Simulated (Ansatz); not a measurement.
Take a crystal in which Ba has been replaced by Sr on all its sites, with the cell rescaled by a rough guess (in some cases also distorted within its space group) and nothing relaxed:

```cif
data_structure
_symmetry_space_group_name_H-M 'P 1'
_symmetry_Int_Tables_number 1
_cell_length_a 8.6225
_cell_length_b 8.6225
_cell_length_c 8.6225
_cell_angle_alpha 134.832
_cell_angle_beta 134.832
_cell_angle_gamma 65.791
_cell_volume 317.56
loop_
_atom_site_label
_atom_site_type_symbol
_atom_site_fract_x
_atom_site_fract_y
_atom_site_fract_z
_atom_site_occupancy
Rb1 Rb 0.75000 0.25000 0.50000 1
Rb2 Rb 0.25000 0.75000 0.50000 1
Rb3 Rb 0.50000 0.50000 0.00000 1
Sr1 Sr 0.00000 0.00000 0.00000 1
```

These are results of Ansatz, DFT PBE, scalar-relativistic, plane waves, PAW, not measurements.

Plane waves to 420 eV, a k mesh through Γ of 10×10×10 on the computed 4-atom cell and Gaussian smearing (0.10 eV); no spin polarisation.

Problem. Will this cell want to expand or contract, and how hard?

Solution. The pressure is 0.0 GPa (positive in compression), so the cell would hardly change its volume.

Problem. Is it a metal on this mesh?

Solution. Yes, a band crosses the Fermi level.

Problem. What is its energy against the elements in their standard states?

Solution. +0.128 eV/atom at this unrelaxed geometry, with the elements in the same functional.